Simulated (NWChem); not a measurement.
System: C$_{2}$H$_{3}$F; SMILES C=CF

```xyz
6

C     -0.2367     1.1688     0.0000
C      0.4249     0.0197     0.0000
F     -0.1840    -1.1614     0.0000
H     -1.3284     1.1910     0.0000
H      0.3163     2.1084     0.0000
H      1.5158    -0.0751     0.0000
```
Atoms are numbered in this order, from 1.

All runs: NWChem. Pople sets run with spherical d functions. STO-3G and 3-21G are far too small for this property and stand as cheap habits. All runs use the structure optimised with PBE0/def2-SVP. B3LYP is NWChem's, with the RPA form of VWN correlation. Field at 589 nm.

Problem. Order these runs by computing time, cheapest first, and give rough ratios: B3LYP/def2-TZVPD; B3LYP/STO-3G; B3LYP/6-31G*; B3LYP/def2-SVPD.

Solution. B3LYP/STO-3G (1), B3LYP/6-31G* (3), B3LYP/def2-SVPD (10), B3LYP/def2-TZVPD (40). Ratios are rough, from one shared machine; the cheapest took roughly 2.4 core-seconds. What differs between the cheapest and the dearest: isotropic polarisability (bohr³) 11.6 → 29.4; anisotropy (bohr³) 15.1 → 13.5.
